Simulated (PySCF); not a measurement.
## Working out the ionisation energy of N

N [He] 2s2 2p3 (4S) → N⁺ [He] 2s2 2p2 (3P). All numbers are calculated (PySCF 2.14, the spin-free X2C one-electron Hamiltonian (Gaussian nucleus), in aug-cc-pCVTZ-DK (7s6p4d2f, 59 functions)). Frozen: 1s2. Energies in hartree (1 hartree = 27.21139 eV):

| part | N (lower) | N⁺ (upper) |
| --- | --- | --- |
| UHF | -54.430433 | -53.920058 |
| CCSD correlation | -0.114980 | -0.094651 |
| (T) | -0.002650 | -0.001683 |

Problem. What does Hartree-Fock give?

Solution. (-53.920058) − (-54.430433) = 0.510375 hartree = 13.888 eV.

Problem. What do CCSD and CCSD(T) give?

Solution. The CCSD correlation energies differ by 0.020329 hartree = 0.553 eV and the triples by 0.000967 hartree = 0.026 eV, so CCSD gives 14.441 eV and CCSD(T) 14.467 eV.

Measured between the centres of the two terms (NIST): 14.545 eV, so CCSD(T) (valence) is off by -0.078 eV.

What remains against the reference includes basis incompleteness, the frozen core and higher excitations.
